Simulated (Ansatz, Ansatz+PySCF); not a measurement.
Two shapes of doublet CH₄N.

Shape 1:

```xyz
6

H     1.2414    0.9288   -0.1317
C     0.7288   -0.0001    0.0856
N    -0.6563   -0.0001   -0.0993
H     1.2416   -0.9287   -0.1322
H    -1.1312   -0.8326    0.2227
H    -1.1302    0.8332    0.2221
```

Shape 2:

```xyz
6

H     0.0246    0.8859   -1.1864
C    -0.1287    0.0000   -0.6777
N     0.2054    0.0000    0.6792
H     0.0246   -0.8859   -1.1864
H    -0.0630   -0.8329    1.1856
H    -0.0630    0.8329    1.1856
```

Basis set: cc-pVTZ (spherical functions). Frozen core: 2 orbitals. Correlation on ROHF uses semicanonical orbitals with singles. Charge 0, multiplicity 2.

Computed with Ansatz (development build ahead of 0.2.0); each method stands on the lowest determinant of its kind that the runs found.

Task: Which shape is lower in energy, and by how much in each method?

Result:

```tsv
method	E(2) − E(1) (eV)
ROHF	0.060
UHF	0.062
ROHF-MP2	0.077
UHF-MP2	0.077
ROHF-CCSD(T)	0.089
```

Shape 1 is lower.
